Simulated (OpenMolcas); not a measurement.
# MgSiH4O (SMILES [MgH][O][SiH3]): HF/ANO-XS-VDZP (DKH4, time step au 20)

Aim: molecular dynamics of MgSiH4O. 

The results are computed with OpenMolcas 26.06.

5 further runs of the same task are left out: 5 set aside as unsound or not needed.

**1. The molecule**

The species is MgSiH4O (7 atoms), meant as a singlet with charge 0. SMILES: `[MgH][O][SiH3]`. The coordinates come from a PBE0-D4/def2-TZVP relaxation. The run starts from this shape.

Bond lengths: Mg1–O2 1.795 Å, O2–Si3 1.611 Å, Mg1–H4 1.687 Å, Si3–H5 1.493 Å, Si3–H6 1.493 Å, Si3–H7 1.493 Å. Angles: Mg1–O2–Si3 179.9°, O2–Mg1–H4 180.0°, O2–Si3–H5 111.5°, O2–Si3–H6 111.5°, O2–Si3–H7 111.5°, H5–Si3–H6 107.4°, H5–Si3–H7 107.4°, H6–Si3–H7 107.4°.

**2. Molecular dynamics at HF/ANO-XS-VDZP (DKH4, time step au 20)**

input.xyz

```xyz
7

Mg    -1.996200    -0.730800    -0.536500
O     -0.357000    -0.142800    -0.102800
Si     1.113900     0.387400     0.285700
H     -3.537300    -1.283600    -0.944300
H      1.836000     0.918800    -0.908200
H      1.049600     1.486200     1.294600
H      1.952200    -0.703400     0.865900
```

run.inp

```
&gateway
  coord = input.xyz
  basis = ANO-XS-VDZP
  group = NoSym
>>> EXPORT MOLCAS_MAXITER=10
>>> Do While

&seward
  relativistic = R04O02
  expert

&scf
  iterations = 98
  core
  prorbitals = 0

&alaska

&dynamix
  velver
  dt = 20
  velo = 3
  ther = 0
  temp = 100
>>> EndDo
```

The run is started by

```console
$ export MOLCAS_MEM=800
$ pymolcas run.inp > run.log
```

What values should one expect? Wanted: potential energy of the last frame.

Answer, from the run:

Level: HF/ANO-XS-VDZP (DKH4, time step au 20).

| quantity | value |
| --- | --- |
| potential energy of the last frame | -566.69002 Eh |

Mulliken charges run from -1.23 on O2 to +1.52 on Mg1; they depend strongly on the basis.
